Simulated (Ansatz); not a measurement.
# CHB (triplet): the correlation ladder at distance B1–C2 = 1.353 Å, cc-pVDZ

Aim: climb from Hartree-Fock through coupled cluster and multireference methods for CHB (triplet) at one geometry and basis, and see what each rung misses.

Method: cc-pVDZ, core rule «outside noble gas», up to 2 orbitals frozen; program: Ansatz 0.2.0, Gaussian basis.

To be run: UHF; CCSD(T) on ROHF; CCSD(T) on UHF; BCCD(T) on ROHF; CISD; CCSDT(Q) on ROHF; CCSDT(Q) on UHF; CASSCF and MRCISD+Q, 4 electrons in 4 orbitals; CASSCF and NEVPT2, 4 electrons in 4 orbitals; CASSCF and MRCISD+Q, 8 electrons in 9 orbitals; CASSCF and NEVPT2, 8 electrons in 9 orbitals.

12 further runs of the same task are left out: 1 for a known fault of the program, 8 that didn't finish, 3 set aside as unsound or not needed.

### Step 1. The system

The geometry derives from a PBE0/def2-TZVP stationary point (not a proven minimum). One bond is set to the value named and the two fragments are kept rigid.

3 atoms, charge 0, spin multiplicity 3.

Atoms are counted from 1 here; the program's logs count them from 0.

Bond lengths: B1–C2 1.353 Å, C2–H3 1.071 Å. Angles: B1–C2–H3 180.0°.

### Step 2. UHF

Input file in.yaml:

```yaml
crystal:
  periodic: [false, false, false]
  atoms:
    - {symbol: B, position_ang: [0.000000, 0.000000, 1.259200]}
    - {symbol: C, position_ang: [0.000000, 0.000000, -0.094199]}
    - {symbol: H, position_ang: [0.000000, 0.000000, -1.165001]}
basis:
  gaussian: {orbitals: cc-pVDZ}
magnetization: {spin_polarized: true, initial_magnetization: 2}
hamiltonian: {xc: hf}
output: {orbitals: {seedname: orbitals}}
```

Launch:

```
> ansatz run in.yaml --threads 1 --pin off --events-out ev --progress --plain --max-ram 2393MiB
```

Further steps of the session: CCSD(T) on ROHF; CCSD(T) on UHF; BCCD(T) on ROHF; CISD; CCSDT(Q) on ROHF; CCSDT(Q) on UHF; CASSCF and MRCISD+Q, 4 electrons in 4 orbitals; CASSCF and NEVPT2, 4 electrons in 4 orbitals; CASSCF and MRCISD+Q, 8 electrons in 9 orbitals; CASSCF and NEVPT2, 8 electrons in 9 orbitals.

**Question.** What will the summary of the whole plan be? Wanted: UCCSDT(Q) below the RHF energy; RMP2 from UCCSDT(Q); UMP2 from UCCSDT(Q); RCCSD from UCCSDT(Q); RCCSD(T) from UCCSDT(Q); UCCSD(T) from UCCSDT(Q); RCCSDT(Q) from UCCSDT(Q); NEVPT2 pair from UCCSDT(Q); MRCISD+Q pair from UCCSDT(Q).

The runs gave:

| quantity | value |
| --- | --- |
| UCCSDT(Q) below the RHF energy | -5.2112 eV |
| RMP2 from UCCSDT(Q) | +868.0 meV |
| UMP2 from UCCSDT(Q) | +925.3 meV |
| RCCSD from UCCSDT(Q) | +233.8 meV |
| RCCSD(T) from UCCSDT(Q) | +45.8 meV |
| UCCSD(T) from UCCSDT(Q) | +48.5 meV |
| RCCSDT(Q) from UCCSDT(Q) | +1.0 meV |
| NEVPT2 pair from UCCSDT(Q) | +774.8 meV |
| MRCISD+Q pair from UCCSDT(Q) | +53.6 meV |
| NEVPT2 valence from UCCSDT(Q) | +621.3 meV |
| levels within 1 kcal/mol (43 meV) | RCCSDT, UCCSDT, RCCSDT(Q), MRCISD+Q valence |
| T1 diagnostic | 0.022 |
| effectively unpaired electrons | 2.05 |

**Reading.** RCCSD(T) misses by +45.8 meV, 0.9 % of the correlation energy. One determinant dominates. Of the multireference levels listed MRCISD+Q valence comes nearest in total energy (+8.8 meV), which doesn't show that its space is the better one. These misses are within one basis, not against nature; the frozen cores of restricted and unrestricted runs differ, which can shift their rows.
